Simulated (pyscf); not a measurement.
9 silicon, germanium or tin steps of one kind (hydrogen abstraction, radical): barrier in kcal/mol, from the separated reactants or the lowest minimum found. Single points on ωB97X-D3(BJ)/def2-SVP structures (PySCF, gas phase). Functionals in def2-TZVP; the last column is ωB97M-D3(BJ)/def2-TZVP. Rows were drawn at random from the steps of this kind and element class whose saddle was verified and whose references are stable.

```json
[
 {"step": "`[CH2][GeH3]` [doublet] + `[H][H]` -> `[CH3][GeH3]` + `[H]` [doublet]", "PBE": "5.6", "PBE0-D3(BJ)": "7.6", "B3LYP-D3(BJ)": "8.9", "ωB97M-D3(BJ)": "10.8"},
 {"step": "`[CH2][SiH]([Cl])[Cl]` [doublet] + `[H][H]` → `[CH3][SiH]([Cl])[Cl]` + `[H]` [doublet]", "PBE": "6.1", "PBE0-D3(BJ)": "7.9", "B3LYP-D3(BJ)": "9.4", "ωB97M-D3(BJ)": "11.2"},
 {"step": "`[SiH3][SiH2][PH2]` + `[H]` [doublet] → `[SiH3][SiH2][PH]` [doublet] + `[H][H]`", "PBE": "(withheld)", "PBE0-D3(BJ)": "0.3", "B3LYP-D3(BJ)": "-1.5", "ωB97M-D3(BJ)": "2.8"},
 {"step": "`[O]=[Sn][OH]` [doublet] + `[CH4]` -> `[OH][Sn][OH]` [singlet] + `[CH3]` [doublet]", "PBE": "-2.1", "PBE0-D3(BJ)": "1.0", "B3LYP-D3(BJ)": "1.0", "ωB97M-D3(BJ)": "4.4"},
 {"step": "`[O]=[SiH][OH]` + `[H]` [doublet] → `[O]=[Si][OH]` [doublet] + `[H][H]`", "PBE": "-0.2", "PBE0-D3(BJ)": "2.0", "B3LYP-D3(BJ)": "0.3", "ωB97M-D3(BJ)": "5.1"},
 {"step": "`[CH3][Si][Cl]` [singlet] + `[H]` [doublet] → `[CH2]=[Si][Cl]` [doublet] + `[H][H]`", "PBE": "1.8", "PBE0-D3(BJ)": "4.9", "B3LYP-D3(BJ)": "2.3", "ωB97M-D3(BJ)": "8.3"},
 {"step": "`[PH3]` + `[GeH3]` [doublet] -> `[PH2]` [doublet] + `[GeH4]`", "PBE": "-0.2", "PBE0-D3(BJ)": "1.4", "B3LYP-D3(BJ)": "1.8", "ωB97M-D3(BJ)": "6.5"},
 {"step": "`[Br][SiH2][Br]` + `[H]` [doublet] → `[Br][SiH][Br]` [doublet] + `[H][H]`", "PBE": "-0.4", "PBE0-D3(BJ)": "1.3", "B3LYP-D3(BJ)": "-0.3", "ωB97M-D3(BJ)": "4.4"},
 {"step": "`[PH2][GeH3]` + `[H]` [doublet] → `[PH][GeH3]` [doublet] + `[H][H]`", "PBE": "(withheld)", "PBE0-D3(BJ)": "0.4", "B3LYP-D3(BJ)": "-1.4", "ωB97M-D3(BJ)": "2.8"}
]
```

**Question.** Fill in the missing entries.

**Answer.** 
- `[SiH3][SiH2][PH2]` + `[H]` [doublet] → `[SiH3][SiH2][PH]` [doublet] + `[H][H]`, PBE: -0.6
- `[PH2][GeH3]` + `[H]` [doublet] → `[PH][GeH3]` [doublet] + `[H][H]`, PBE: -0.7

Differences from the last column (kcal/mol): PBE: mean -5.2, median -5.2, mean size 5.2, lower in 9 of 9; PBE0-D3(BJ): mean -3.3, median -3.2, mean size 3.3, lower in 9 of 9; B3LYP-D3(BJ): mean -4.0, median -4.2, mean size 4.0, lower in 9 of 9. PBE is closest for row 3 (3.3 kcal/mol apart) and farthest for row 7 (6.7 kcal/mol). PBE, r²SCAN and M06-2X carry no added dispersion term. The last column is a level with limits of its own. Each barrier is that of the saddle found. Elements up to Kr have no core potential and no relativistic terms here. Elements past Kr carry the def2 core potentials, without spin-orbit coupling.
